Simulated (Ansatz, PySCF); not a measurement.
dimethyl sulfide (C₂H₆S), SMILES CSC. Atoms are numbered in the order given.

```xyz
9

C      1.3786     0.0000     0.5143
S      0.0000     0.0000    -0.6575
C     -1.3786     0.0000     0.5143
H      1.3584     0.8935     1.1412
H      2.2962     0.0000    -0.0742
H      1.3584    -0.8935     1.1412
H     -1.3584     0.8935     1.1412
H     -2.2962     0.0000    -0.0742
H     -1.3584    -0.8935     1.1412
```
Charge 0, spin multiplicity 1.

Geometry: TPSSh-D3(BJ)/def2-TZVP.

Two levels are set side by side: PBE-D3(BJ)/def2-TZVP (Ansatz, an electronic-structure program) and TPSSh-D3(BJ)/def2-TZVP (PySCF). Each level has its own optimised geometry; the coordinates shown are those of the second. Frequencies come from the Hessian of PySCF at each geometry. Differences are taken from unrounded values.

```tsv
quantity	TPSSh-D3(BJ)	PBE-D3(BJ)	PBE-D3(BJ) minus TPSSh-D3(BJ)
mean bond length (Å)	1.271	1.277	0.006
bond C1–S2 (Å)	1.809	1.811	0.001
bond S2–C3 (Å)	1.809	1.811	0.001
bond C1–H4 (Å)	1.092	1.099	0.008
bond C1–H5 (Å)	1.090	1.098	0.007
bond C1–H6 (Å)	1.092	1.099	0.008
bond C3–H7 (Å)	1.092	1.099	0.008
bond C3–H8 (Å)	1.090	1.098	0.007
bond C3–H9 (Å)	1.092	1.099	0.008
highest harmonic wavenumber (cm⁻¹)	3126	3068	-58
mean harmonic wavenumber (cm⁻¹)	1576	1534	-42
zero-point energy (kcal/mol)	47.32	46.06	-1.26
```

Exact exchange shortens and stiffens bonds; PBE has none. Differences between two approximate levels are no errors against the true value.
